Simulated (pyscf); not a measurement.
## Addition across a multiple bond or ene-type step: `[N]=[SiH2]` [doublet] + `[H][H]` → `[NH][SiH3]` [doublet]

Gas phase, doublet surface, charge 0. Bonds broken: H3–H4. Bonds formed: N1–H3, Si2–H4. PySCF, gas phase, ωB97X-D3(BJ)/def2-SVP geometries.

Transition state (Å):

```xyz
6

N      0.2380    -1.0189     0.2023
Si    -0.8498     0.2743     0.2329
H     -1.1402    -1.0290    -0.7398
H     -1.9321    -0.5244    -0.9777
H     -1.8718     0.4413     1.3002
H     -0.6278     1.5309    -0.5307
```

One imaginary mode, 1612i cm⁻¹; descent along it reached the two sides named.

```tsv
bond	change	reactant side (Å)	saddle	product side
H3–H4	breaks	0.761	0.969	2.9
N1–H3	forms	3.8	1.669	1.030
Si2–H4	forms	3.1	1.810	1.496
```

Electronic energies relative to the separated reactants (kcal/mol):

```json
[
 {"level": "ωB97X-D3(BJ)/def2-TZVP", "barrier": "27.0", "reaction energy": "-58.0", "reverse barrier": "85.0"},
 {"level": "PBE/def2-TZVP", "barrier": "23.8", "reaction energy": "-51.4", "reverse barrier": "75.2"},
 {"level": "r²SCAN/def2-TZVP", "barrier": "24.6", "reaction energy": "-54.8", "reverse barrier": "79.4"},
 {"level": "B3LYP-D3(BJ)/def2-TZVP", "barrier": "28.0", "reaction energy": "-53.4", "reverse barrier": "81.4"},
 {"level": "PBE0-D3(BJ)/def2-TZVP", "barrier": "23.5", "reaction energy": "-57.8", "reverse barrier": "81.3"},
 {"level": "M06-2X/def2-TZVP", "barrier": "28.3", "reaction energy": "-55.6", "reverse barrier": "83.9"},
 {"level": "ωB97M-D3(BJ)/def2-TZVP", "barrier": "27.8", "reaction energy": "-55.6", "reverse barrier": "83.4"},
 {"level": "HF/def2-TZVP", "barrier": "41.3", "reaction energy": "-57.8", "reverse barrier": "99.2"}
]
```

With ωB97M-D3(BJ)/def2-TZVP energies and thermal terms (ideal gas, 1 atm, RRHO with modes under 100 cm⁻¹ raised to 100, one conformer, R ln 2 for chiral ones without a mode under 150 cm⁻¹), in kcal/mol:

```tsv
T (K)	ΔH‡	ΔG‡	ΔH	ΔG
298	28.5	36.7	-51.4	-43.9
600	27.5	45.4	-52.0	-36.0
900	27.3	54.4	-51.9	-28.0
1200	27.5	63.4	-51.4	-20.2
```

At the saddle there is also a short H–Si contact that neither side keeps. This saddle turned up in a search for another step; its sides and bond changes are read from the two ends of the descent. The same reactants have a lower exit, to HN=SiH₂ + H• (barrier +6.9 kcal/mol at ωB97M-D3(BJ)/def2-TZVP, against +27.8 kcal/mol here). [N=SiH₂]• lies 28.8 kcal/mol over its isomer [HN=SiH]• (electronic energy, ωB97M-D3(BJ)/def2-TZVP). •HN–SiH₃ lies 20.8 kcal/mol over its isomer H₂N–SiH₂• (electronic energy, ωB97M-D3(BJ)/def2-TZVP). This is the saddle that the search found; another between the same sides may lie lower.
